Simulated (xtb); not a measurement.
xtb input (GFN2-xTB):

```bash
xtb mol.xyz --gfn 2 --sp --chrg -1 --uhf 0
```
mol.xyz:
```
9

C      0.67688169     1.87909051     0.00456160
C      0.64867590     0.51480462    -0.00128429
C     -0.52064484    -0.34362682     0.00133677
C     -0.56703703    -1.69230207    -0.00434098
H     -0.38805236     2.22647996     0.01191488
H      1.59405509    -0.04915997    -0.00893608
H     -1.46966202     0.19639132     0.00890315
H      0.34230041    -2.28632637    -0.01192782
H     -1.50589545    -2.23518239    -0.00159280
```

End of the output:

```
         :::::::::::::::::::::::::::::::::::::::::::::::::::::
         ::                     SUMMARY                     ::
         :::::::::::::::::::::::::::::::::::::::::::::::::::::
         :: total energy             -11.138732141167 Eh    ::
         :: gradient norm              0.023115325294 Eh/a0 ::
         :: HOMO-LUMO gap              1.758211818586 eV    ::
         ::.................................................::
         :: SCC energy               -11.324478742823 Eh    ::
         :: -> isotropic ES            0.126597061405 Eh    ::
         :: -> anisotropic ES          0.012047756582 Eh    ::
         :: -> anisotropic XC          0.008800571594 Eh    ::
         :: -> dispersion             -0.005358966464 Eh    ::
         :: repulsion energy           0.185746601656 Eh    ::
         :: add. restraining           0.000000000000 Eh    ::
         :: total charge              -1.000000000000 e     ::
         :::::::::::::::::::::::::::::::::::::::::::::::::::::

           -------------------------------------------------
          |                Property Printout                |
           -------------------------------------------------

    * Orbital Energies and Occupations

         #    Occupation            Energy/Eh            Energy/eV
      -------------------------------------------------------------
         1        2.0000           -0.4006854             -10.9032
         2        2.0000           -0.3609672              -9.8224
         3        2.0000           -0.3316413              -9.0244
         4        2.0000           -0.3097454              -8.4286
         5        2.0000           -0.2739492              -7.4545
         6        2.0000           -0.2629358              -7.1548
         7        2.0000           -0.2252682              -6.1299
         8        2.0000           -0.2131796              -5.8009
         9        2.0000           -0.1820303              -4.9533
        10        2.0000           -0.1233295              -3.3560
        11        2.0000           -0.0738174              -2.0087 (HOMO)
        12                         -0.0092043              -0.2505 (LUMO)
Note: The following floating-point exceptions are signalling: IEEE_UNDERFLOW_FLAG IEEE_DENORMAL
normal termination of xtb
        13                          0.1028786               2.7995
        14                          0.3105385               8.4502
        15                          0.3201117               8.7107
        16                          0.3898593              10.6086
        17                          0.4091733              11.1342
        18                          0.5060134              13.7693
        19                          0.5806098              15.7992
        20                          0.7526198              20.4798
        21                          0.8227915              22.3893
      -------------------------------------------------------------
                  HL-Gap            0.0646131 Eh            1.7582 eV
             Fermi-level           -0.0415109 Eh           -1.1296 eV

     #   Z          covCN         q      C6AA      α(0)
     1   6 C        1.903    -0.345    42.008    10.467
     2   6 C        2.886    -0.080    29.990     8.978
     3   6 C        2.887    -0.039    28.966     8.824
     4   6 C        2.834    -0.144    31.687     9.225
     5   1 H        0.920    -0.137     7.038     4.149
     6   1 H        0.923    -0.099     5.538     3.680
     7   1 H        0.924    -0.044     3.946     3.106
     8   1 H        0.925    -0.048     4.044     3.145
     9   1 H        0.925    -0.065     4.477     3.309

 Mol. C6AA /au·bohr⁶  :       1161.396848
 Mol. C8AA /au·bohr⁸  :      26291.897096
 Mol. α(0) /au        :         54.883006

Wiberg/Mayer (AO) data.
largest (>0.10) Wiberg bond orders for each atom

 ---------------------------------------------------------------------------
     #   Z sym  total        # sym  WBO       # sym  WBO       # sym  WBO
 ---------------------------------------------------------------------------
     1   6 C    2.896 --     2 C    1.712     5 H    0.956     4 C    0.162
     2   6 C    3.930 --     1 C    1.712     3 C    1.184     6 H    0.957
     3   6 C    3.970 --     4 C    1.755     2 C    1.184     7 H    0.965
     4   6 C    3.932 --     3 C    1.755     8 H    0.978     9 H    0.976
                             1 C    0.162
     5   1 H    0.981 --     1 C    0.956
     6   1 H    0.990 --     2 C    0.957
     7   1 H    0.998 --     3 C    0.965
     8   1 H    0.998 --     4 C    0.978
     9   1 H    0.996 --     4 C    0.976
 ---------------------------------------------------------------------------

Topologies differ in total number of bonds
Writing topology from bond orders to xtbtopo.mol

molecular dipole:
                 x           y           z       tot (Debye)
 q only:       -0.269      -0.916      -0.003
   full:       -0.838      -1.516      -0.002       4.404
molecular quadrupole (traceless):
                xx          xy          yy          xz          yz          zz
 q only:        2.449      -3.496      -9.016       0.007      -0.049       6.567
  q+dip:        3.876      -7.027      -9.454      -0.022      -0.028       5.578
   full:        3.310      -7.346     -10.627      -0.010      -0.039       7.317

           -------------------------------------------------
          | TOTAL ENERGY              -11.138732141167 Eh   |
          | GRADIENT NORM               0.023115325294 Eh/α |
          | HOMO-LUMO GAP               1.758211818586 eV   |
           -------------------------------------------------

------------------------------------------------------------------------
------------------------------------------------------------------------
 total:
 SCF:
```

It need not be the lowest isomer of its formula. Whether it binds its extra electron was not tested at this geometry.
